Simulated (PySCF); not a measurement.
Species: cyclohexane, C₆H₁₂.
Structure used (PBE0-D3(BJ)/def2-SVP), in Å, numbered top down from 1:
```xyz
18
C6H12 angstrom
C      1.3162   -0.6177   -0.1553
C      1.1657    0.8349    0.2875
C     -0.1274    1.4487   -0.2417
C     -1.3436    0.6159    0.1533
C     -1.1931   -0.8368   -0.2894
C      0.1000   -1.4506    0.2398
H      1.4343   -0.6498   -1.2540
H      2.2357   -1.0552    0.2667
H      2.0351    1.4287   -0.0387
H      1.1596    0.8767    1.3922
H     -0.2371    2.4849    0.1180
H     -0.0736    1.5082   -1.3443
H     -2.2631    1.0534   -0.2688
H     -1.4619    0.6481    1.2520
H     -2.0626   -1.4306    0.0369
H     -1.1871   -0.8786   -1.3941
H      0.2097   -2.4867   -0.1200
H      0.0463   -1.5101    1.3424
```

Theory: core-valence-separated Tamm–Dancoff BHandHLYP/aug-pcX-1 (pcseg-1 on H) in PySCF, non-relativistic, gas phase, PBE0-D3(BJ)/def2-SVP geometry. Absolute energies from this functional tend to lie a few eV below measured edges; no shift was applied.

The lowest roots of each edge with f over 0.003 (five at most, numbered afresh; weaker and dark ones are left out), with transition dipoles (au) in the frame of the coordinates:

```csv
root,edge,E (eV),f,μx,μy,μz
1,C,285.35,0.0169,0.0025,-0.0002,-0.0491
2,C,285.36,0.0365,0.0370,0.0620,0.0017
3,C,285.36,0.0365,-0.0620,0.0370,-0.0034
4,C,285.80,0.0164,0.0482,0.0040,0.0026
5,C,285.80,0.0164,0.0039,-0.0483,0.0015
```

Q: Molecules are fixed in this frame and the field points along (1, 1, 0)/√2. What effective strengths 3 f cos²θ do the roots have (θ between field and μ)?

A: root 1 (C1 (×6)): 0.000, root 2 (C1 (×6)): 0.103, root 3 (C1 (×6)): 0.007, root 4 (C1 (×6)): 0.029, root 5 (C1 (×6)): 0.021. Root 2 is the strongest. Averaged over all orientations cos²θ is 1/3, which gives f back. For degenerate partners only the sum has meaning, as the program may mix them freely.

One conformer stands for the species.
